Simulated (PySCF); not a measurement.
Gas-phase reaction: Al2H6 + 2 C3H4 (propyne) + 2 H2 → 2 Al(CH3)3

Computed with PySCF and rigid-rotor harmonic-oscillator thermochemistry at 1 bar. † marks an energy on the PBE0/def2-TZVP geometry and frequencies; other levels use their own. All species are closed-shell singlets. B3LYP is the form with VWN-RPA correlation. Al2H6: computed as isolated molecules; such fragments, hydroxides, amides, oligomers or adducts are transient or little studied in the gas.

LDA/def2-TZVP† gives ΔH°(298 K) = -708 kJ.

**Question.** What do PBE0/def2-TZVP, BLYP/def2-TZVP†, B3LYP/def2-TZVP† give?

**Answer.** PBE0/def2-TZVP: -655 kJ; BLYP/def2-TZVP†: -535 kJ; B3LYP/def2-TZVP†: -579 kJ. For scale, ΔH°(298 K) is -708 kJ at this level, -629 kJ at ωB97M-V/def2-TZVP†, and runs from -708 to -535 kJ over the 18 levels computed.
